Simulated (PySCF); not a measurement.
## Spin–spin coupling constants

Bonds (- single, = double, # triple, : aromatic): C1=C2 1.359 Å, C2-F3 1.329 Å, C2-C4 1.412 Å, C4-C5 1.427 Å. C1 carries H6, H7; C4 carries H8; C5 carries H9, H10, H11. Formal charges: C4 +1.

Total charge +1. H6 is cis to F3; H7 is trans to F3.

Couplings: B3LYP/pcJ-1 (spin–dipole term only in couplings to heteroatoms) in PySCF 2.14, geometry GFN2-xTB; gas phase, one conformer, non-relativistic. Couplings are averaged over pairs made equivalent by symmetry, fast rotation or ring inversion, so a value needn't be that of the named pair in this geometry, while other rotamers aren't included; one pair stands for each set, and the list holds a selection of those of at least 0.8 Hz over up to four bonds. One-bond C–F couplings come out tens of Hz too large with common functionals.

Isotopes: ¹³C, ¹⁹F, ¹H.

| pair | bonds | J (Hz) |
| --- | --- | --- |
| C1, C2 | 1 | 80.9 |
| C1, H6 | 1 | 185.0 |
| C1, H7 | 1 | ? |
| C2, F3 | 1 | ? |
| C2, C4 | 1 | 63.8 |
| C4, C5 | 1 | ? |
| C4, H8 | 1 | 177.3 |
| C5, H9 | 1 | ? |
| C1, F3 | 2 | ? |
| C1, C4 | 2 | 14.6 |
| C2, H7 | 2 | 10.5 |
| C2, H8 | 2 | 13.3 |
| F3, C4 | 2 | 5.5 |
| C4, H9 | 2 | ? |
| C5, H8 | 2 | ? |
| H6, H7 | 2 | -7.2 |
| H9, H10 | 2 | -24.5 |
| C1, C5 | 3 | ? |
| C1, H8 | 3 | -0.8 |
| C2, H9 | 3 | 2.0 |
| F3, H6 | 3 | 7.2 |
| H8, H9 | 3 | 9.5 |
| C1, H9 | 4 | 6.9 |
| F3, H9 | 4 | -1.0 |
| H6, H8 | 4 | 2.9 |
| H7, H8 | 4 | 2.5 |

Question: Estimate the withheld couplings, with signs.

Answer: 
- ¹J(C1,H7) = 185.1 Hz (bond length 1.078 Å, sp2 carbon)
- ¹J(C2,F3) = -341.6 Hz (bond length 1.329 Å)
- ¹J(C4,C5) = 42.0 Hz (bond length 1.427 Å)
- ¹J(C5,H9) = 140.2 Hz (mean over equivalent pairs that range from 125.9 to 152.6 Hz in this conformer)
- ²J(C1,F3) = 15.8 Hz (angle at C2 119°)
- ²J(C4,H9) = -5.7 Hz (mean over equivalent pairs that range from -7.2 to -4.0 Hz in this conformer)
- ²J(C5,H8) = 1.2 Hz (angle at C4 120°)
- ³J(C1,C5) = 0.8 Hz (dihedral angle 180°)
